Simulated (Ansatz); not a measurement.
## F, F2 molecule: geometry optimisation

Theory: Ansatz, DFT, PBEsol, plane waves (420 eV) with PAW, scalar-relativistic. (PAW data from PBE, frozen cores regenerated.)

k-point mesh 1×1×1, Fermi-Dirac smearing 0.01 eV, no spin polarisation. The box is fixed.

Starting structure:

```
F
1.0
    12.00000    0.00000    0.00000
     0.00000   12.30000    0.00000
     0.00000    0.00000   12.60000
F
2
Cartesian
  6.0000 6.1500 5.5900
  6.0000 6.1500 7.0100
```

Problem. What is the relaxed bond length?

Solution. 1.398 Å (start 1.420 Å).
